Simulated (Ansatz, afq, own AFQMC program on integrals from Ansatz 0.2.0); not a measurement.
GeHO, quartet: AFQMC among the cluster methods

```xyz
3

Ge    0.0000   -0.0375    0.3220
O     0.0000    0.0862   -1.5290
H     0.0000    1.3375    1.0643
```

Connectivity, by distances: GeH–O.

Basis cc-pVTZ. Noble-gas cores (and the filled d shells of Ga–Kr and In–Xe) are frozen. AFQMC by an in-house program on the Cholesky factors that Ansatz 0.2.0 writes for its CCSD(T) run. ph-AFQMC/CISD is guided by a CISD state made of CCSD amplitudes; releasing the constraint for a short imaginary time cuts its bias at the price of noise, slowly where states lie close. Free projection: walkers drawn from exp(T), propagated without any constraint. Its projection time is finite, and what remains of the start isn't in its error. Uncertainties: one standard error, sampling alone. No spin–orbit coupling.

Determinant: UHF, the one that the program's search chose, which needn't be the lowest solution. The geometry is a PBE0/def2-TZVP stationary point of this or a neighbouring charge and spin state.

No full CI on the walks' own integrals is used here; CCSDT(Q) serves as the reference and is uncertain by about the last step of the cluster series.

Cautions: no relativity below Rb; no spin-orbit coupling; inner d shell frozen; lower spins were not checked; the released energies have errors that jump between times, so the bars are unsure, so no released level is given (meV from the phaseless value at times in 1/Eh: -10 ± 3 at 0.24, -16 ± 3 at 0.50, -37 ± 18 at 1.00, -26 ± 3 at 1.50).

```
T1 diagnostic                               : 0.0221
weight of the determinant in the CISD state : 0.894
⟨S²⟩ of the determinant                     : 3.771
size of the correlated space                : 11 electrons in 72 orbitals
```

```csv
level,correlation energy (eV)
MP2,-7.1006
CCSD,-7.7801
CCSD(T),-8.0519
```

Task: Estimate where phaseless AFQMC with a CISD trial lies against CCSD(T) on the same integrals.

Result: 0.53 ± 0.11 mEh below CCSD(T).

Reference: CCSDT(Q), correlation energy -8.099 eV.

| level | E − E(reference) (mEh) | share of correlation (%) |
| --- | --- | --- |
| CCSD(T) | 1.74 | 99.42 |
| CCSDT | 0.55 | 99.82 |
| ph-AFQMC/HF | 1.95 ± 1.00 | 99.35 |
| ph-AFQMC/CISD | 1.21 ± 0.11 | 99.59 |
| free AFQMC | 0.77 ± 0.37 | 99.74 |

Free projections are given only where their last times agree within the noise and don't stop above the reference; a slow remainder of the start can still hide under it. A walk keeps the symmetry of its determinant, which the program's search chose and which needn't be the lowest solution, so a lower state of the same spin and another symmetry isn't excluded.
